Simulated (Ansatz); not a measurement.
# CH4S2: functionals against CCSD(T) at one geometry

An exercise on one series of results from a longer session: the logs are not shown, and one member is left open.

Method: single points in def2-TZVPP; program: Ansatz 0.2.0, Gaussian basis.

Correlated methods freeze the cores.

## Where the work starts

SMILES `SCS`, 7 atoms, charge 0, spin multiplicity 1.

Atoms are counted from 1 here; the program's logs count them from 0.

Bond lengths: S1–C2 1.923 Å, S1–H4 1.198 Å, C2–S3 1.933 Å, C2–H5 1.031 Å, C2–H6 0.712 Å, S3–H7 1.361 Å. Angles: C2–S1–H4 92.8°, S1–C2–S3 106.0°, S1–C2–H5 109.1°, S1–C2–H6 110.3°, S3–C2–H5 89.9°, S3–C2–H6 117.0°, H5–C2–H6 122.1°, C2–S3–H7 101.1°.

Geometry (Å):

```xyz
7
charge 0, multiplicity 1
S    -1.20680    0.98940   -0.91260
C    -0.12160   -0.12230    0.22030
S     1.71250    0.27180   -0.24570
H    -2.19790    0.35550   -0.68600
H    -0.02840   -1.05460   -0.21000
H    -0.30760   -0.03670    0.90230
H     2.38340   -0.48480    0.66540
```

Set-up of the first run:

Contents of run/in.yaml:

```yaml
crystal:
  periodic: [false, false, false]
  atoms:
    - {symbol: S, position_ang: [-1.206800, 0.989400, -0.912600]}
    - {symbol: C, position_ang: [-0.121600, -0.122300, 0.220300]}
    - {symbol: S, position_ang: [1.712500, 0.271800, -0.245700]}
    - {symbol: H, position_ang: [-2.197900, 0.355500, -0.686000]}
    - {symbol: H, position_ang: [-0.028400, -1.054600, -0.210000]}
    - {symbol: H, position_ang: [-0.307600, -0.036700, 0.902300]}
    - {symbol: H, position_ang: [2.383400, -0.484800, 0.665400]}
basis:
  gaussian: {orbitals: def2-TZVPP}
correlation: {method: ccsd_t}
output: {forces: true}
```

No record of the launch command was kept for these runs.

Steps of the session up to this table: CCSD(T)/def2-TZVPP; PBE0-D4/def2-TZVPP; wB97M-V/def2-TZVPP; r2SCAN-D4/def2-TZVPP; PBE-D4/def2-TZVPP; r2SCAN0-D4/def2-TZVPP; HSE06-D4/def2-TZVPP.

One table of the session follows, with a row left open; its other results are not shown here.

```
    method  RMS force component (eV/Å)  angle to CCSD(T) forces (°)  dipole (D)
   CCSD(T)                      13.791                    reference        2.50
   PBE0-D4                      13.794                          0.4        2.58
   wB97M-V                      13.700                          0.3        2.51
 r2SCAN-D4                           ?                            ?           ?
    PBE-D4                      13.711                          0.8        2.50
r2SCAN0-D4                      13.774                          0.5        2.66
  HSE06-D4                      13.794                          0.4        2.58
```

Estimate the missing values for r2SCAN-D4.

The run gave: RMS force component (eV/Å): 13.712; angle to CCSD(T) forces (°): 0.3; dipole (D): 2.64. In the column «RMS force component (eV/Å)» it lies between PBE-D4 (13.711) and r2SCAN0-D4 (13.774).
